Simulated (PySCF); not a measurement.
C₃H₄F₂O.
Cartesian coordinates in Å at the PBE0-D3(BJ)/def2-SVP level; atoms count from 1:
```
atom  x, y, z in Å
O1     2.079   -0.048   -1.347
C2     1.288   -0.389   -0.512
C3     0.252    0.531    0.084
C4    -1.118   -0.091    0.209
F5    -1.948    0.756    0.852
F6    -1.036   -1.229    0.940
H7     1.287   -1.430   -0.100
H8     0.205    1.457   -0.506
H9     0.575    0.787    1.109
H10   -1.574   -0.347   -0.764
```

The closed-shell ground state was solved at several levels (PySCF, density fitting, gas phase, non-relativistic).

| level | basis functions | total energy (Eh) | HOMO (eV) | LUMO (eV) | gap (eV) | dipole (D) |
| --- | --- | --- | --- | --- | --- | --- |
| PBE0/pcSseg-1 | 122 | -391.1807 | -7.90 | -1.21 | 6.69 | 0.82 |
| CAM-B3LYP/def2-SVPD | 161 | -391.2229 | -9.53 | -0.21 | 9.32 | 0.82 |
| B3LYP/pcJ-1 | 202 | -391.6309 | -7.65 | -1.48 | 6.17 | 0.81 |

Task: Estimate the row for B97-2/pcSseg-2, a basis of 272 functions; the other rows only guide the guess.

Result: Total energy -391.6557 Eh, HOMO -7.68 eV, LUMO -1.40 eV, gap 6.28 eV, dipole 0.83 D.

Task: Over all these levels, which gives the widest orbital gap and which the narrowest?

Result: CAM-B3LYP/def2-SVPD (range-separated hybrid) has the widest, 9.32 eV, and B3LYP/pcJ-1 (global hybrid, 20 % exact exchange) the narrowest, 6.17 eV. Functional and basis both differ between the two, so the spread mixes both effects.

Task: How far do the dipole and the HOMO energy spread over the levels?

Result: The dipole runs from 0.81 to 0.83 D (mean 0.82 D) and the HOMO from -9.53 to -7.65 eV.

One conformer stands for the species.
